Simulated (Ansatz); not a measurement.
The input, for Ansatz 0.2.0:

```yaml
crystal:
  periodic: [false, false, false]
  atoms:
    - {symbol: Ga, position_ang: [0.000000, 0.000000, 0.000000]}
    - {symbol: Na, position_ang: [0.000000, 0.000000, 2.254000]}
basis:
  gaussian: {orbitals: STO-3G}
total_charge: -1
magnetization: {spin_polarized: true, initial_magnetization: 3}
hamiltonian: {xc: hf}
scf: {lower_state_search: full}
output: {orbitals: {seedname: orbitals}}
```

```sh
$ ansatz run in.yaml --threads 1 --pin off --events-out ev --progress --plain --max-ram 2393MiB
```

The program prints:

```
252 factors; integrals over basis functions are off by at most 3.9e-4 eV
mean field evaluation 1: about -56062.7817 eV, gradient 9.5e0 eV
mean field evaluation 2: about -56062.7880 eV, gradient 9.5e0 eV
mean field evaluation 4: about -56065.3986 eV, gradient 6.4e0 eV
mean field evaluation 8: about -56065.3984 eV, gradient 6.4e0 eV
mean field evaluation 16: about -56072.1130 eV, gradient 1.2e-4 eV
mean field evaluation 32: about -56072.1290 eV, gradient 1.1e-1 eV
mean field evaluation 64: about -56072.1179 eV, gradient 1.2e-2 eV
mean field evaluation 96: about -56072.1601 eV, gradient 6.2e-1 eV
mean field evaluation 128: about -56072.1489 eV, gradient 6.9e-2 eV
mean field evaluation 160: about -56071.4721 eV, gradient 3.5e0 eV
mean field evaluation 192: about -56072.0884 eV, gradient 8.5e-1 eV
mean field evaluation 224: about -56071.2783 eV, gradient 6.5e-1 eV
mean field evaluation 256: about -56064.9539 eV, gradient 6.8e-1 eV
mean field evaluation 288: about -56072.1130 eV, gradient 3.1e-4 eV
mean field evaluation 320: about -56072.1148 eV, gradient 9.9e-1 eV
mean field -56072.18305859 eV, -2060.6147203125 hartree, gradient 7.1e-6 eV, S^2 3.766680; 8 other end points of the search recorded, 0 dependent functions left out
reference -56072.18305859 eV, -2060.6147203125 hartree; 23, 20 occupied and 4, 7 virtual orbitals, 252 factors
Total energy: -56072.18305859 eV, -2060.6147203125 hartree
```

Ran on 1 thread of Arm Neoverse V1, shared host: 1.8 s wall, 0.07 GiB peak host memory.
